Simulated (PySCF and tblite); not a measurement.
The numbers below are computed, except where a source is named.
System: C₅H₉N, numbered as in [H]/[N:6]=[C:4](/[C:2](=[CH2:1])[CH3:3])[CH3:5].

The path came from a restrained scan, a climbing-image band and a saddle search at GFN2-xTB; energies are PBE0/pcSseg-1 + D3(BJ)//PBE0-D3(BJ)/def2-SVP, thermal terms GFN2-xTB. Rate constants are transition-state-theory values, counting equivalent paths, without tunnelling. (PySCF 2.14 with density fitting, tblite 0.8.)

Task: How high is the barrier to the rotation about the C2–C4 bond (torsion C1–C2–C4–C5 from 1° to 168°, rising), through which structure does it pass, and what rate follows at 298 K?

Result: The electronic barrier is 5.8 kcal/mol and ΔG‡(298 K) 5.6 kcal/mol, over a C1 saddle with an imaginary mode of 53i cm⁻¹ (GFN2-xTB). With 2 equivalent paths, k is 9.8×10⁸ s⁻¹, a mean lifetime of the start of 1 ns against this motion. The end lies 3.6 kcal/mol above the start in free energy.
